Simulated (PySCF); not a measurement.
Species: 3-chloropropionamide, C3H6ClNO.
Atom-mapped SMILES: `[NH2:1][C:2](=[O:3])[CH2:4][CH2:5][Cl:6]` (hydrogens: H7, H8 on N1; H9, H10 on C4; H11, H12 on C5)

The calculation used core-valence-separated Tamm–Dancoff BHandHLYP/aug-pcX-1 (pcseg-1 on H, def2-SVPD on Cl) in PySCF, non-relativistic, gas phase, PBE0-D3(BJ)/def2-SVP geometry. Absolute energies from this functional tend to lie a few eV below measured edges; no shift was applied.

Problem. Give energies, oscillator strengths and core holes at the O K edge.

Solution. 
```tsv
E (eV)	f	core hole on	main final orbital	polarisation
529.46	0.0428	O3	LUMO+4 (33 %)	normal to the local trigonal plane
532.86	0.0007	O3	LUMO (38 %)	–
533.48	0.0019	O3	LUMO+1 (47 %)	in the local trigonal plane
533.64	0.0019	O3	LUMO+2 (41 %)	mixed
533.92	0.0006	O3	spread	–
534.08	0.0013	O3	LUMO+3 (37 %)	mixed
534.39	0.0044	O3	LUMO+6 (34 %)	in the local trigonal plane
```

The first line with a tenth or more of the strongest one's intensity is at 529.46 eV (f = 0.043), with the hole on O3 (amide oxygen), polarised normal to the local trigonal plane: a 1s→π* resonance. It is also the strongest listed.

Problem. Give energies, oscillator strengths and core holes at the N K edge.

Solution. 
| E (eV) | f | core hole on | main final orbital |
| --- | --- | --- | --- |
| 399.93 | 0.0230 | N1 | LUMO+4 (30 %) |
| 400.37 | 0.0126 | N1 | LUMO+1 (38 %) |
| 401.45 | 0.0311 | N1 | spread |
| 401.96 | 0.0015 | N1 | LUMO (51 %) |
| 402.20 | 0.0063 | N1 | LUMO+3 (47 %) |
| 402.61 | 0.0039 | N1 | spread |
| 402.78 | 0.0029 | N1 | spread |

The first line with a tenth or more of the strongest one's intensity is at 399.93 eV (f = 0.023), with the hole on N1 (amide nitrogen). The strongest listed is at 401.45 eV (f = 0.031; N1).

Problem. Give energies, oscillator strengths and core holes at the C K edge.

Solution. 
```
E (eV)       f  core hole on  main final orbital                        polarisation
284.88  0.0649            C5              spread                                   –
284.89  0.0900            C2       LUMO+4 (33 %)  normal to the local trigonal plane
285.80  0.0140            C4         LUMO (50 %)                                   –
286.45  0.0209            C4       LUMO+4 (57 %)                                   –
286.76  0.0018            C4       LUMO+1 (36 %)                                   –
287.00  0.0146            C4       LUMO+6 (34 %)                                   –
287.38  0.0151            C5         LUMO (76 %)                                   –
287.51  0.0079            C4       LUMO+1 (34 %)                                   –
287.86  0.0032            C4       LUMO+3 (31 %)                                   –
287.92  0.0355            C5       LUMO+5 (34 %)                                   –
288.10  0.0115            C4       LUMO+8 (34 %)                                   –
288.32  0.0043            C4       LUMO+5 (62 %)                                   –
288.79  0.0138            C5       LUMO+4 (58 %)                                   –
288.86  0.0049            C4       LUMO+7 (40 %)                                   –
289.03  0.0036            C5       LUMO+3 (46 %)                                   –
```

The first line with a tenth or more of the strongest one's intensity is at 284.88 eV (f = 0.065), with the hole on C5 (sp3 C–Cl carbon). The strongest listed is at 284.89 eV (f = 0.090; C2, 1s→π*).

Roots within 0.03 eV whose holes lie on the same, on equivalent or on shared atoms are summed into one line, and the highest roots are left out, as the search may have cut off their partners. Final orbitals are the ground state's empty Kohn–Sham orbitals. A dash: too weak, shared between unlike atoms, or no plane or axis to refer to.

Problem. What length of transition dipole belongs to the line at 529.46 eV?

Solution. From f = (2/3) ΔE |μ|² in atomic units, with ΔE = 19.457 Eh and f = 0.0428: |μ| = 0.057 au = 0.15 D.

Only the lowest roots of each edge were sought.

Shape of the structure used: `[NH2:1][C:2](=[O:3])[CH2:4][CH2:5][Cl:6]`: N1–C2–C4–C5 -49°, C2–C4–C5–Cl6 77°, H–N1–C2–O3 -179°, H–N1–C2–O3 -1°.

One conformer stands for the species.
